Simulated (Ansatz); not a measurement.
# C3H5Cl2F: the cost of one run

Computed with Ansatz 0.2.0, driven from Python. Level of theory: CAM-B3LYP/def2-SVP.

### Step 1. The system

Bond lengths: F1–C2 1.360 Å, C2–C3 1.516 Å, C3–C4 1.525 Å, C4–Cl5 1.787 Å, C4–Cl6 1.785 Å, C2–H7 1.094 Å, C2–H8 1.093 Å, C3–H9 1.097 Å, C3–H10 1.097 Å, C4–H11 1.094 Å. Angles (14 of 18 angles, heavy atoms first): F1–C2–C3 108.6°, C2–C3–C4 112.0°, C3–C4–Cl5 109.7°, C3–C4–Cl6 111.6°, Cl5–C4–Cl6 108.6°, F1–C2–H7 107.8°, F1–C2–H8 108.3°, C3–C2–H7 110.7°, C3–C2–H8 113.0°, C2–C3–H9 107.9°, C2–C3–H10 109.6°, C4–C3–H9 108.9°, C4–C3–H10 111.0°, C3–C4–H11 111.7°.

The script holds or builds the structure itself.

### Step 2. The code

Input file c3h5cl2f_opt.py:

```python
"""Minimum-energy structure of C3H5Cl2F."""

import ansatz
from ase import Atoms
import numpy as np

atoms = Atoms(["F", "C", "C", "C", "Cl", "Cl", "H", "H", "H", "H", "H"], positions=[
    (-1.63, -0.2967, -1.1092),
    (-1.3229, 0.0816, 0.1602),
    (0.0795, -0.3971, 0.4811),
    (1.1119, 0.1636, -0.4907),
    (2.7015, -0.5914, -0.1808),
    (1.28, 1.9323, -0.322),
    (-2.0518, -0.3812, 0.8319),
    (-1.4305, 1.167, 0.2309),
    (0.0854, -1.4922, 0.4125),
    (0.3302, -0.1349, 1.516),
    (0.8466, -0.0512, -1.5298),
])
molecule = ansatz.Crystal.molecule_from_ase(atoms)

calc = (
    molecule.calculation()
    .basis(gaussian="def2-SVP")
    .functional("cam_b3lyp")
)
symbols = [site.symbol for site in molecule.cartesian_sites]
start = np.array([site.position_ang for site in molecule.cartesian_sites], dtype=float)
rep = calc.relax(force_tolerance=0.005, max_steps=100).run().report
end = np.array(rep["positions_ang"])

for key in ("converged", "free_energy_ev", "reference_energy_ev", "n_frozen", "n_occupied", "n_virtual"):
    print(f"{key:22s} {rep[key]}")

print("final positions (A) and the move of each atom")
for symbol, xyz, old in zip(symbols, end, start):
    print(f"{symbol:2s} {xyz[0]:10.5f} {xyz[1]:10.5f} {xyz[2]:10.5f}   {np.linalg.norm(xyz - old):7.4f}")
```

### Step 3. The input behind the calls

The package turns the script's settings into the engine's input:

```yaml
crystal:
  periodic: [false, false, false]
  atoms:
    - { symbol: F, position_ang: [-1.63, -0.2967, -1.1092] }
    - { symbol: C, position_ang: [-1.3229, 0.0816, 0.1602] }
    - { symbol: C, position_ang: [0.0795, -0.3971, 0.4811] }
    - { symbol: C, position_ang: [1.1119, 0.1636, -0.4907] }
    - { symbol: Cl, position_ang: [2.7015, -0.5914, -0.1808] }
    - { symbol: Cl, position_ang: [1.28, 1.9323, -0.322] }
    - { symbol: H, position_ang: [-2.0518, -0.3812, 0.8319] }
    - { symbol: H, position_ang: [-1.4305, 1.167, 0.2309] }
    - { symbol: H, position_ang: [0.0854, -1.4922, 0.4125] }
    - { symbol: H, position_ang: [0.3302, -0.1349, 1.516] }
    - { symbol: H, position_ang: [0.8466, -0.0512, -1.5298] }
basis:
  gaussian:
    orbitals: def2-SVP
hamiltonian:
  xc: cam_b3lyp
relax:
  f_tol: 0.005
  max_steps: 100
```

### Step 4. Running it

Started as:

```sh
> python c3h5cl2f_opt.py
```

Q: Estimate wall time and peak memory on 1 thread of Arm Neoverse V1, shared host.

About 64 s, with a peak of 0.42 GiB.
